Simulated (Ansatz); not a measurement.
Geometry optimisation, RKS LDA/6-31G* in Ansatz.

The input (input.yaml):

```yaml
crystal:
  periodic: [false, false, false]
  atoms:
    - { symbol: Al, position_ang: [0.0, 0.0, 0.0] }
    - { symbol: H, position_ang: [0.0, 0.0, 1.56] }
    - { symbol: O, position_ang: [1.5415, 0.0, -0.89] }
    - { symbol: H, position_ang: [1.8414, -0.9519, -1.0449] }
    - { symbol: F, position_ang: [-1.4635, 0.0, -0.845] }
basis:
  gaussian: { orbitals: "6-31G*" }
hamiltonian:
  xc: lda
relax:
  f_tol: 0.02
  max_steps: 40
output:
  orbitals: {}
```

Run as:

```bash
$ ansatz run input.yaml --threads 1 --pin off --max-ram 2048MiB --backend cpu --events-out ev --progress --plain --runs-dir out
```

Task: Where does it end, and by what steps?

Result: It converged. After 9 steps the energy has fallen by 0.340 eV; H4 moved furthest, 0.56 Å.

```tsv
step	energy less start (eV)	largest force component (eV/Å)	accepted
0	0.0000	1.664	yes
1	-0.0961	0.832	yes
2	-0.1472	0.238	yes
3	-0.1811	0.383	yes
4	-0.2244	0.398	yes
5	-0.2941	0.430	yes
6	-0.3366	0.156	yes
7	-0.3390	0.078	yes
8	-0.3395	0.021	yes
9	-0.3396	0.015	yes
```

```xyz
5
Properties=species:S:1:pos:R:3
Al 0.034 -0.077 0.084
H -0.122 0.239 1.625
O 1.576 -0.420 -0.535
H 1.713 -0.620 -1.478
F -1.280 -0.074 -0.916
```

Whether the end is a true minimum wasn't checked by a vibrational analysis.

The run took 10 s on 1 thread of Arm Neoverse V2, with other jobs on the host, peak memory 0.12 GiB.
